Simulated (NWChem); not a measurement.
# CH3 (SMILES [CH3]) at 6 levels

We compute a comparison of 6 runs (UHF/def2-SVP, UM06-2X/def2-TZVP, UPBE0/def2-SVP, USVWN5/def2-SVP, UMP2/cc-pVTZ, UCCSD(T)/cc-pVTZ) of CH3. 

The calculation is run with NWChem 7.3.0.

**1. The molecule**

CH3: 4 atoms, total charge 0, spin state doublet. As SMILES, `[CH3]`. The shape is that of a PBE0-D4/def2-TZVP optimisation.

Bond lengths: C1–H2 1.080 Å, C1–H3 1.080 Å, C1–H4 1.080 Å. Angles: H2–C1–H3 120.0°, H2–C1–H4 120.0°, H3–C1–H4 120.0°.

**2. Energy and gradient at UHF/def2-SVP (run 1)**

Input file run.py:

```python
from ase import Atoms
from ase.calculators.nwchem import NWChem

atoms = Atoms(['C', 'H', 'H', 'H'], positions=[
    [-0.000000, -0.000000, 0.000000],
    [0.091200, 0.901900, 0.587200],
    [-0.883200, -0.167600, -0.598700],
    [0.792000, -0.734300, 0.011400],
])

calc = NWChem(
    label='m1',
    theory='scf',
    memory='2200 mb',
    basis='def2-SVP',
    basispar='spherical bse',
    scf={'nopen': '1', 'uhf': None, 'thresh': '1e-08', 'maxiter': '80'},
)
atoms.calc = calc

forces = atoms.get_forces()
print("Total energy (eV):", round(atoms.get_potential_energy(), 6))
print("forces (eV/A):")
for s, f in zip(atoms.symbols, forces):
    print(f"{s:2s} {f[0]:10.5f} {f[1]:10.5f} {f[2]:10.5f}")
```

Run with:

```bash
$ export ASE_NWCHEM_COMMAND="nwchem PREFIX.nwi > PREFIX.nwo"
$ python run.py
```

The log of the run:

```text
Total energy (eV): -1075.746656
forces (eV/A):
C    -0.00005   -0.00072   -0.00051
H     0.00221    0.02005    0.01316
H    -0.01933   -0.00365   -0.01306
H     0.01717   -0.01568    0.00041
```

The calculator wrote m1.nwi:

```
title "m1"

permanent_dir m1

scratch_dir m1

start m1

geometry units angstrom nocenter noautosym noautoz
  C  -0.0000000000000000e+00 -0.0000000000000000e+00 0.0000000000000000e+00
  H  9.1200000000000003e-02 9.0190000000000003e-01 5.8720000000000006e-01
  H  -8.8319999999999999e-01 -1.6760000000000000e-01 -5.9870000000000001e-01
  H  7.9200000000000004e-01 -7.3429999999999995e-01 1.1400000000000000e-02
end

memory 2200 mb

basis spherical bse noprint
   * library def2-SVP
end

scf
  nopen 1
  uhf
  thresh 1e-08
  maxiter 80
end

task scf gradient
```

m1.nwo:

```text
Northwest Computational Chemistry Package (NWChem) 7.3.0
             --------------------------------------------------------

           Job information
           ---------------

    nwchem branch   = 7.3.0
    use scalapack   = T
    input           = m1.nwi
    prefix          = m1.
    data base       = m1/m1.db
    status          = startup
    nproc           =        1

           Memory information
           ------------------

    heap     =     72089596 doubles =      550.0 Mbytes
    stack    =     72089601 doubles =      550.0 Mbytes
    global   =    144179200 doubles =     1100.0 Mbytes (distinct from heap & stack)
    total    =    288358397 doubles =     2200.0 Mbytes
    verify   = yes
    hardfail = no

[... 35 lines left out ...]
            Nuclear Dipole moment (a.u.)
[... 73 lines left out ...]
 1-e energy   =     -70.400879
[... 7 lines left out ...]
         Quadratically convergent UHF
[... 14 lines left out ...]
       Final UHF  results
[... 3 lines left out ...]
      One electron energy =    -71.491271222465
[... 1 line left out ...]
 Nuclear repulsion energy =      9.667586078650
[... 27 lines left out ...]
          Final beta eigenvalues
[... 143 lines left out ...]
                     UHF Final Beta Molecular Orbital Analysis
[... 189 lines left out ...]
  wavefunction    =   UHF

                         UHF ENERGY GRADIENTS

    atom               coordinates                        gradient
                 x          y          z           x          y          z
   1 C       0.000000   0.000000   0.000000    0.000001   0.000014   0.000010
   2 H       0.172343   1.704344   1.109647   -0.000043  -0.000390  -0.000256
   3 H      -1.669006  -0.316718  -1.131379    0.000376   0.000071   0.000254
   4 H       1.496663  -1.387626   0.021543   -0.000334   0.000305  -0.000008

                 ----------------------------------------
                 |  Time  |  1-e(secs)   |  2-e(secs)   |
                 ----------------------------------------
                 |  CPU   |       0.00   |       0.03   |
                 ----------------------------------------
                 |  WALL  |       0.00   |       0.03   |
                 ----------------------------------------

 Task  times  cpu:        0.3s     wall:        0.3s
 Total times  cpu:        0.3s     wall:        0.3s
```

It took 1.3 s on 1 thread of Intel Xeon 6975P-C (Granite Rapids), shared host; peak memory 0.097 GiB.

**3. Energy and forces at UM06-2X/def2-TZVP (run 2)**

Input file ch3.nw:

```
start ch3
memory stack 880 mb heap 220 mb global 1100 mb
geometry noautosym nocenter noautoz
  C        0.000000       0.000000       0.000000
  H        0.091200       0.901900       0.587200
  H       -0.883200      -0.167600      -0.598700
  H        0.792000      -0.734300       0.011400
end
basis spherical bse
  * library def2-TZVP
end
dft
  xc m06-2x
  mult 2
  grid xfine
  convergence energy 1e-08
  iterations 100
  mulliken
  print low
end
task dft gradient
```

Run with:

```bash
$ nwchem ch3.nw > ch3.out
```

The log of the run:

```text
[...]
 d= 0,ls=0.0,diis     1    -39.8136092866 -4.95D+01  1.74D-03  1.84D-02     1.4
[...]
 d= 0,ls=0.0,diis     8    -39.8240054608 -6.40D-10  1.08D-07  1.89D-11    10.5
[...]
         Total DFT energy =      -39.824005460820
      One electron energy =      -71.618703569198
           Coulomb energy =       28.590449444249
    Exchange-Corr. energy =       -6.463337414522
 Nuclear repulsion energy =        9.667586078650
[...]
      Total Density - Mulliken Population Analysis
     ---------------------------------------------
    Atom       Charge   Shell Charges
 -----------   ------   -------------------------------------------------------
    1 C    6     6.48   0.85  1.12  0.53  0.64  0.23  1.26  1.28  0.55  0.01  0.01  0.00
    2 H    1     0.84   0.27  0.46  0.09  0.02
    3 H    1     0.84   0.27  0.46  0.09  0.02
    4 H    1     0.84   0.27  0.46  0.09  0.02
[...]
      <S2> =      0.7548 (Exact =     0.7500)
                         DFT ENERGY GRADIENTS
    atom               coordinates                        gradient
                 x          y          z           x          y          z
   1 C       0.000000   0.000000   0.000000    0.000001   0.000013   0.000009
   2 H       0.172343   1.704344   1.109647    0.000165   0.001663   0.001081
   3 H      -1.669006  -0.316718  -1.131379   -0.001634  -0.000311  -0.001108
   4 H       1.496663  -1.387626   0.021543    0.001468  -0.001366   0.000018
 Task  times  cpu:       13.0s     wall:       13.0s
 Total times  cpu:       13.1s     wall:       13.1s
```

It took 14 s on 1 thread of Intel Xeon 6975P-C (Granite Rapids), shared host; peak memory 0.12 GiB.

Run 3 isn't shown in full; the table further down has it.

**4. Energy and forces at USVWN5/def2-SVP (run 4)**

Input file ch3.xyz:

```xyz
4

C      0.000000     0.000000     0.000000
H      0.091200     0.901900     0.587200
H     -0.883200    -0.167600    -0.598700
H      0.792000    -0.734300     0.011400
```

Input file ch3.nw:

```
START ch3
memory stack 880 mb heap 220 mb global 1100 mb
GEOMETRY noautosym nocenter noautoz
  load format xyz ch3.xyz
END
BASIS spherical bse
  * library def2-SVP
END
DFT
  xc slater vwn_5
  mult 2
  grid xfine
  convergence energy 1e-08
  maxiter 100
  mulliken
END
TASK dft gradient
```

Run with:

```bash
$ nwchem ch3.nw > ch3.out
```

The log of the run:

```text
[...]
          Wavefunction type:  spin polarized.
          No. of atoms     :     4
          No. of electrons :     9
[...]
          Charge           :     0
          Spin multiplicity:     2
[...]
          AO basis - number of functions:    29
[...]
              XC Information
              --------------
                        Slater Exchange Functional  1.000 local
                      VWN V Correlation Functional  1.000 local
[...]
 d= 0,ls=0.0,diis     1    -39.3842889550 -4.91D+01  4.69D-03  3.47D-02     0.3
[...]
 d= 0,ls=0.0,diis     7    -39.3936126123 -1.39D-10  2.31D-08  8.72D-13     1.2
[...]
         Total DFT energy =      -39.393612612335
      One electron energy =      -71.572755913527
           Coulomb energy =       28.565642284110
    Exchange-Corr. energy =       -6.054085061569
 Nuclear repulsion energy =        9.667586078650
[...]
      Total Density - Mulliken Population Analysis
     ---------------------------------------------
    Atom       Charge   Shell Charges
 -----------   ------   -------------------------------------------------------
    1 C    6     6.29   1.98  0.89  0.36  2.03  1.01  0.01
    2 H    1     0.90   0.70  0.18  0.02
    3 H    1     0.90   0.70  0.18  0.02
    4 H    1     0.90   0.70  0.18  0.02
[...]
      <S2> =      0.7524 (Exact =     0.7500)
[...]
  wavefunction    = open shell
                         DFT ENERGY GRADIENTS
    atom               coordinates                        gradient
                 x          y          z           x          y          z
   1 C       0.000000   0.000000   0.000000   -0.000000   0.000013   0.000008
   2 H       0.172343   1.704344   1.109647   -0.001206  -0.011901  -0.007751
   3 H      -1.669006  -0.316718  -1.131379    0.011649   0.002210   0.007896
   4 H       1.496663  -1.387626   0.021543   -0.010442   0.009678  -0.000153
[...]
```

Run time: 2 s. Hardware: 1 thread of Intel Xeon 6975P-C (Granite Rapids), shared host; peak memory 0.12 GiB.

Run 5 isn't shown in full; the table further down has it.

**5. A single-point energy at UCCSD(T)/cc-pVTZ (run 6)**

Input file run.py:

```python
from ase import Atoms
from ase.calculators.nwchem import NWChem

mol = Atoms('CHHH', positions=[
    [-0.000000, -0.000000, 0.000000],
    [0.091200, 0.901900, 0.587200],
    [-0.883200, -0.167600, -0.598700],
    [0.792000, -0.734300, 0.011400],
])

calc = NWChem(
    label='calc',
    theory='tce',
    memory='2200 mb',
    basis='cc-pVTZ',
    basispar='spherical bse',
    scf={'nopen': '1', 'uhf': None, 'thresh': '1e-08', 'maxiter': '80'},
    tce={'scf': None, 'ccsd(t)': None, 'freeze': 'core 1', 'maxiter': '60'},
    task='energy',
)
mol.calc = calc

print("Total energy (eV):", round(mol.get_potential_energy(), 6))
```

Run with:

```bash
$ export ASE_NWCHEM_COMMAND="nwchem PREFIX.nwi > PREFIX.nwo"
$ python run.py
```

The log of the run:

```text
Total energy (eV): -1081.951191
```

The calculator wrote calc.nwi:

```
title "calc"

permanent_dir calc

scratch_dir calc

start calc

geometry units angstrom nocenter noautosym noautoz
  C  -0.0000000000000000e+00 -0.0000000000000000e+00 0.0000000000000000e+00
  H  9.1200000000000003e-02 9.0190000000000003e-01 5.8720000000000006e-01
  H  -8.8319999999999999e-01 -1.6760000000000000e-01 -5.9870000000000001e-01
  H  7.9200000000000004e-01 -7.3429999999999995e-01 1.1400000000000000e-02
end

memory 2200 mb

basis spherical bse noprint
   * library cc-pVTZ
end

scf
  nopen 1
  uhf
  thresh 1e-08
  maxiter 80
end
tce
  scf
  ccsd(t)
  freeze core 1
  maxiter 60
end

task tce energy
```

calc.nwo:

```text
Northwest Computational Chemistry Package (NWChem) 7.3.0
             --------------------------------------------------------

           Job information
           ---------------

    nwchem branch   = 7.3.0
    use scalapack   = T
    input           = calc.nwi
    prefix          = calc.
    data base       = calc/calc.db
    status          = startup
    nproc           =        1

           Memory information
           ------------------

    heap     =     72089596 doubles =      550.0 Mbytes
    stack    =     72089601 doubles =      550.0 Mbytes
    global   =    144179200 doubles =     1100.0 Mbytes (distinct from heap & stack)
    total    =    288358397 doubles =     2200.0 Mbytes
    verify   = yes
    hardfail = no

[... 35 lines left out ...]
            Nuclear Dipole moment (a.u.)
[... 73 lines left out ...]
 1-e energy   =     -70.461029
[... 7 lines left out ...]
         Quadratically convergent UHF
[... 14 lines left out ...]
       Final UHF  results
[... 3 lines left out ...]
      One electron energy =    -71.569315904340
[... 1 line left out ...]
 Nuclear repulsion energy =      9.667586078650
[... 27 lines left out ...]
          Final beta eigenvalues
[... 136 lines left out ...]
                     UHF Final Beta Molecular Orbital Analysis
[... 325 lines left out ...]
 CCSD total energy / hartree       =       -39.756247456816922
[... 1 line left out ...]
 Singles contributions

 Doubles contributions
 CCSD(T)
 Using plain CCSD(T) code
             total no. of tasks           56
 total no. of tasks / no. procs           56
                         wl_min       287496           8.1
                         wl_max       778688           9.6
        thresh for no. of tasks           56

 CCSD[T]  correction energy / hartree =        -0.004824715111477
 CCSD[T] correlation energy / hartree =        -0.183636022765865
 CCSD[T] total energy / hartree       =       -39.761072171928397
 CCSD(T)  correction energy / hartree =        -0.004725745769175
 CCSD(T) correlation energy / hartree =        -0.183537053423562
 CCSD(T) total energy / hartree       =       -39.760973202586094

 Task  times  cpu:       17.7s     wall:       17.7s
 Total times  cpu:       17.8s     wall:       17.8s
```

Run time: 19 s. Hardware: 1 thread of Intel Xeon 6975P-C (Granite Rapids), shared host; peak memory 0.9 GiB.

**6. The series**

```csv
run,level,iteration cap,module,energy (Eh),dipole moment (D),HOMO energy (eV),LUMO energy (eV),wall time
1,UHF/def2-SVP,80,scf,-39.532961,0.00,-10.51,3.85,1.3 s
2,UM06-2X/def2-TZVP,100,dft,-39.824005,–,–,–,14 s
3,UPBE0/def2-SVP,100,dft,-39.753033,0.00,-6.71,-1.15,4.5 s
4,USVWN5/def2-SVP,100,dft,-39.393613,0.00,-5.15,-3.18,2 s
5,UMP2/cc-pVTZ,80,mp2,-39.735624,0.00,-10.47,3.32,12 s
6,UCCSD(T)/cc-pVTZ,80,tce,-39.760973,–,-10.47,3.32,19 s
```

**7. Results**

| quantity | value |
| --- | --- |
| run 6: total energy | -39.76097 Eh |
| run 6: HOMO energy (Hartree–Fock orbitals) (highest over α and β) | -10.47 eV |
| run 6: LUMO energy (Hartree–Fock orbitals) (lowest over α and β) | 3.32 eV |
| run 6: correlation energy (1 core orbital frozen) | -183.5 mEh |
| run 6: (T) correction | -4.73 mEh |
| run 6: ⟨S²⟩ of the reference determinant | 0.762 |

Totals of different functionals can't be ranked against each other. All runs together took 53 s, the longest 19 s.
